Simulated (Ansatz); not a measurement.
What does this script print? It uses the Ansatz DFT code, driven from Python.

The script, `run_freq.py`:
```python
"""Harmonic frequencies of H2MgS at its relaxed geometry."""

import ansatz as az
import numpy as np


def main() -> None:
    molecule = (
        az.Crystal.molecule()
        .atom("Mg", (0.0, -0.8623, 0.299))
        .atom("S", (-0.6277, 1.0588, -1.1543))
        .atom("H", (0.3377, -2.1835, 1.322))
        .atom("H", (0.3455, 1.9267, -0.487))
    )

    job = molecule.calculation()
    job = job.basis(gaussian="6-31G*")
    job = job.functional("PBE", dispersion="d3bj")
    symbols = [site.symbol for site in molecule.cartesian_sites]
    start = np.array([site.position_ang for site in molecule.cartesian_sites], dtype=float)
    r = job.relax(force_tolerance=0.003).run(threads=1, backend="cpu").report
    end = np.array(r["positions_ang"])

    print("final positions (A) and the move of each atom")
    for symbol, xyz, old in zip(symbols, end, start):
        print(f"{symbol:2s} {xyz[0]:10.5f} {xyz[1]:10.5f} {xyz[2]:10.5f}   {np.linalg.norm(xyz - old):7.4f}")

    # same settings at the minimum
    minimum = az.Crystal.molecule()
    for symbol, xyz in zip(symbols, end):
        minimum = minimum.atom(symbol, xyz.tolist())
    vibrating = (
        minimum.calculation()
        .basis(gaussian="6-31G*")
        .functional("PBE", dispersion="d3bj")
        .phonons(temperatures=(100, 500, 100))
    )
    vib = vibrating.run(threads=1, backend="cpu").report["vibrations"]
    sums = vib["harmonic_sums"]
    modes = [m["omega_inv_cm"] for m in sums["modes_at_gamma"] if m["rigid_motion"] == "no"]
    print("frequencies (1/cm):", " ".join(f"{w:.0f}" for w in modes))
    print("imaginary modes:", sum(w < 0 for w in modes), " zero-point energy:", round(sums["zero_point_energy_ev"], 4), "eV")
    print("T (K)   F_vib (eV)   S_vib (meV/K)   C_vib (meV/K)")
    for row in zip(sums["temperatures_k"], sums["vibrational_free_energy_ev"], vib["entropy_ev_per_k"], vib["heat_capacity_ev_per_k"]):
        print(f"{row[0]:6.1f} {row[1]:11.4f} {1000 * row[2]:13.4f} {1000 * row[3]:15.4f}")


if __name__ == "__main__":
    main()
```

`python run_freq.py` gives:
```text
final positions (A) and the move of each atom
Mg   -0.03583   -0.78265    0.27466    0.0907
S    -0.57474    1.01183   -1.09644    0.0914
H     0.34650   -2.12258    1.27692    0.0763
H     0.31956    1.83309   -0.47543    0.0978
frequencies (1/cm): 287 312 417 523 1587 2595
imaginary modes: 0  zero-point energy: 0.3547 eV
T (K)   F_vib (eV)   S_vib (meV/K)   C_vib (meV/K)
 100.0      0.3544        0.0145          0.0548
 200.0      0.3491        0.0979          0.1913
 300.0      0.3346        0.1906          0.2627
 400.0      0.3114        0.2722          0.3030
 500.0      0.2806        0.3430          0.3320
```

These settings explore the input space; basis and method may be short of convergence. The frequencies are harmonic and unscaled, in a modest basis. The result belongs to the one conformer reached from this start, and soft torsions count as harmonic oscillators. Timing: 11 s on 1 thread of Intel(R) Xeon(R) 6975P-C (Granite Rapids), on a shared host, peak memory 0.18 GiB.

(Lines on the test bed's own set-up are left out of the output.)
